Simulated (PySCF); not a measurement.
# C3H4N2O (SMILES NC1=NC=C1O) at 6 levels

We compute a comparison of 6 runs (HF/def2-SVP, PBE0/def2-SVP, r2SCAN/def2-SVPD, MP2/6-31G*, MP2/aug-cc-pVDZ, CCSD(T)/6-31+G*) of C3H4N2O. Input form: a Python script.

The results are computed with PySCF 2.14.0.

## 1. The structure to begin with

C3H4N2O: 10 atoms, total charge 0, spin state singlet. As SMILES, `NC1=NC=C1O`. Geometry: relaxed at PBE0-D4/def2-TZVP. This is one conformer, not always the lowest.

Bond lengths: N1–C2 1.334 Å, C2–N3 1.288 Å, N3–C4 1.540 Å, C2–C5 1.523 Å, C4–C5 1.328 Å, C5–O6 1.342 Å, N1–H7 1.006 Å, N1–H8 1.002 Å, C4–H9 1.079 Å, O6–H10 0.963 Å. Some angles: N1–C2–N3 132.1°, N1–C2–C5 132.4°, N3–C2–C5 95.5°, C2–N3–C4 86.1°, N3–C4–C5 93.1°, C2–C5–C4 85.4°, C2–C5–O6 131.8°, C4–C5–O6 142.8°, C2–N1–H7 119.4°, C2–N1–H8 120.2°. A long bond or contact: C2–C4 1.939 Å.

## 2. Energy and forces at HF/def2-SVP (run 1)

calc.py reads:

```python
from pyscf import gto

mol = gto.M(
    atom='''
N   -0.037700  -1.756600  -0.653600
C    0.088700  -0.705000   0.157600
N    0.399600  -0.608500   1.404100
C    0.279100   0.913800   1.207000
C   -0.042800   0.794700  -0.076100
O   -0.351700   1.506300  -1.171500
H    0.038500  -2.685200  -0.274200
H   -0.403700  -1.637700  -1.579200
H    0.435400   1.681300   1.949200
H   -0.322300   2.445800  -0.960400
''',
    max_memory=1860,
    basis='def2-svp',
    verbose=4,
)

mf = mol.RHF()
mf.conv_tol = 1e-10
mf.kernel()
if not mf.converged:
    mf = mf.newton().run(mf.mo_coeff, mf.mo_occ)

e_final = mf.e_tot
print(f'total energy: {e_final:.8f} hartree')
grad = mf.nuc_grad_method().kernel()
dip = mf.dip_moment()
pop, q = mf.mulliken_pop()
```

On the command line:

```sh
$ OMP_NUM_THREADS=1 python calc.py
```

The log of the run:

```text
PySCF version 2.14.0

[... 72 lines left out ...]
converged SCF energy = -299.329362111887
total energy: -299.32936211 hartree
[... 11 lines left out ...]
Dipole moment(X, Y, Z, Debye): -1.02112,  0.99481, -2.77202
[... 115 lines left out ...]
charge of    9H =      0.21559
```

It took 7.5 s on 1 thread of Arm Neoverse V2, shared host; peak memory 0.23 GiB.

## 3. Energy and gradient at PBE0/def2-SVP (run 2)

input.xyz reads:

```xyz
10

N     -0.037700    -1.756600    -0.653600
C      0.088700    -0.705000     0.157600
N      0.399600    -0.608500     1.404100
C      0.279100     0.913800     1.207000
C     -0.042800     0.794700    -0.076100
O     -0.351700     1.506300    -1.171500
H      0.038500    -2.685200    -0.274200
H     -0.403700    -1.637700    -1.579200
H      0.435400     1.681300     1.949200
H     -0.322300     2.445800    -0.960400
```

job.py reads:

```python
import pyscf.grad
from pyscf import gto, dft

molecule = gto.M(
    atom='input.xyz',
    charge=0,
    spin=0,
    basis='def2-svp',
    max_memory=1860,
    verbose=4,
)

mf = dft.RKS(molecule, xc='pbe0')
mf.grids.level = 5
mf.conv_tol = 1e-10
mf.kernel()
if not mf.converged:
    mf = mf.newton().run(mf.mo_coeff, mf.mo_occ)

e_tot = mf.e_tot
print('E = %.10f Eh' % e_tot)
grad = mf.Gradients().kernel()
mf.analyze()
```

On the command line:

```sh
$ OMP_NUM_THREADS=1 python job.py
```

The log of the run:

```text
PySCF version 2.14.0

[... 101 lines left out ...]
DFT Exchange-Correlation Energy =      -39.807737048085343
[... 14 lines left out ...]
MO #13  energy= -0.570154905110225 occ= 2
[... 12 lines left out ...]
MO #26  energy= 0.109762028817007  occ= 0
[... 12 lines left out ...]
MO #39  energy= 0.526624704434304  occ= 0
[... 12 lines left out ...]
MO #52  energy= 0.876819181291389  occ= 0
[... 12 lines left out ...]
MO #65  energy= 1.44635270504118   occ= 0
[... 12 lines left out ...]
MO #78  energy= 2.02445081470669   occ= 0
[... 12 lines left out ...]
MO #91  energy= 2.69504763706111   occ= 0
[... 12 lines left out ...]
MO #104 energy= 3.79430644692363   occ= 0
[... 117 lines left out ...]
Dipole moment(X, Y, Z, Debye): -1.01142,  0.70122, -2.90932
```

Wall time 40 s (1 thread of Arm Neoverse V2, shared host); peak memory 1.1 GiB.

Runs 3 to 4 aren't shown in full; the table further down has their settings and results.

## 4. Energy and gradient at MP2/aug-cc-pVDZ (run 5)

mol.xyz reads:

```xyz
10

N     -0.037700    -1.756600    -0.653600
C      0.088700    -0.705000     0.157600
N      0.399600    -0.608500     1.404100
C      0.279100     0.913800     1.207000
C     -0.042800     0.794700    -0.076100
O     -0.351700     1.506300    -1.171500
H      0.038500    -2.685200    -0.274200
H     -0.403700    -1.637700    -1.579200
H      0.435400     1.681300     1.949200
H     -0.322300     2.445800    -0.960400
```

run.py reads:

```python
import pyscf.grad
from pyscf import gto, scf, mp

system = gto.M(
    atom='mol.xyz',
    basis='aug-cc-pvdz',
    max_memory=1860,
    verbose=3,
)

calc0 = scf.RHF(system)
calc0.conv_tol = 1e-10
calc0.kernel()
if not calc0.converged:
    calc0 = calc0.newton().run(calc0.mo_coeff, calc0.mo_occ)

pt = mp.MP2(calc0, frozen=6).run()
e_final = pt.e_tot
print('E = %.10f Eh' % e_final)
grad = pt.Gradients().kernel()
dip = calc0.dip_moment()
pop, q = calc0.mulliken_pop()
```

On the command line:

```sh
$ OMP_NUM_THREADS=1 python run.py
```

The log of the run:

```text
converged SCF energy = -299.609507200382
[... 11 lines left out ...]
Dipole moment(X, Y, Z, Debye): -0.98097,  0.91511, -2.70242
[... 185 lines left out ...]
charge of    9H =      0.17596
```

Run time: 95 s. Hardware: 1 thread of Arm Neoverse V2, shared host; peak memory 1.8 GiB.

## 5. The energy at CCSD(T)/6-31+G(d) (spherical functions) (run 6)

run.py reads:

```python
from pyscf import gto, scf, cc

mol = gto.M(
    atom='''
N     -0.037700    -1.756600    -0.653600
C      0.088700    -0.705000     0.157600
N      0.399600    -0.608500     1.404100
C      0.279100     0.913800     1.207000
C     -0.042800     0.794700    -0.076100
O     -0.351700     1.506300    -1.171500
H      0.038500    -2.685200    -0.274200
H     -0.403700    -1.637700    -1.579200
H      0.435400     1.681300     1.949200
H     -0.322300     2.445800    -0.960400
''',
    verbose=4,
    max_memory=1860,
    basis='6-31+g*',
)

myscf = scf.RHF(mol)
myscf.conv_tol = 1e-10
myscf.kernel()
if not myscf.converged:
    myscf = myscf.newton().run(myscf.mo_coeff, myscf.mo_occ)

mycc = cc.CCSD(myscf, frozen=6)
mycc.kernel()
e_t = mycc.ccsd_t()
e_tot = mycc.e_tot + e_t
print('E = %.10f Eh' % e_tot)
dip = myscf.dip_moment()
pop, q = myscf.mulliken_pop()
```

On the command line:

```sh
$ OMP_NUM_THREADS=1 python run.py
```

The log of the run:

```text
PySCF version 2.14.0

[... 72 lines left out ...]
converged SCF energy = -299.56145569826
[... 12 lines left out ...]
Init t2, MP2 energy = -300.44153371788  E_corr(MP2) -0.880078019620171
[... 16 lines left out ...]
CCSD converged
[... 3 lines left out ...]
Dipole moment(X, Y, Z, Debye): -1.02763,  1.11526, -2.69399
[... 127 lines left out ...]
charge of    9H =      0.51543
```

Wall time 3.5 min (1 thread of Arm Neoverse V2, shared host); peak memory 1.5 GiB.

## 6. The series

| run | level | integration grid | frozen core orbitals | energy (Eh) | dipole moment (D) of the reference | HOMO energy (eV) | LUMO energy (eV) | wall time |
| --- | --- | --- | --- | --- | --- | --- | --- | --- |
| 1 | HF/def2-SVP | – | – | -299.329362 | 3.12 | -7.53 | 3.36 | 7.5 s |
| 2 | PBE0/def2-SVP | 5 | – | -300.770855 | 3.16 | -4.85 | -0.50 | 40 s |
| 3 | r2SCAN/def2-SVPD | 5 | – | -300.961729 | 3.06 | -4.12 | -1.67 | 2.9 min |
| 4 | MP2/6-31G* (spherical functions) | – | 6 | -300.415473 | 3.04 | -7.36 | 3.62 | 14 s |
| 5 | MP2/aug-cc-pVDZ | – | 6 | -300.548904 | 3.02 | -7.59 | 0.76 | 95 s |
| 6 | CCSD(T)/6-31+G* (spherical functions) | – | 6 | -300.506572 | 3.09 | -7.63 | 1.61 | 3.5 min |

## 7. Summary of results

| quantity | value |
| --- | --- |
| run 6: total energy | -300.50657 Eh |
| run 6: dipole moment (Hartree–Fock density) | 3.09 D |
| run 6: HOMO energy (Hartree–Fock orbitals) | -7.63 eV |
| run 6: LUMO energy (Hartree–Fock orbitals) | 1.61 eV |
| run 6: HOMO–LUMO gap (Hartree–Fock orbitals) | 9.24 eV |
| run 6: correlation energy (6 core orbitals frozen) | -945.1 mEh |
| run 6: (T) correction | -35.53 mEh |
| run 6: T1 diagnostic | 0.020 |

Over runs 1, 2, 3 the dipole moment (its size) runs from 3.06 D (r2SCAN/def2-SVPD) to 3.16 D (PBE0/def2-SVP). The two ends differ in method and basis. Over runs 1, 2, 3 the HOMO–LUMO gap runs from 2.45 eV (r2SCAN/def2-SVPD) to 10.89 eV (HF/def2-SVP). Totals of different functionals can't be ranked against each other. All runs together took 9 min, the longest 3.5 min.
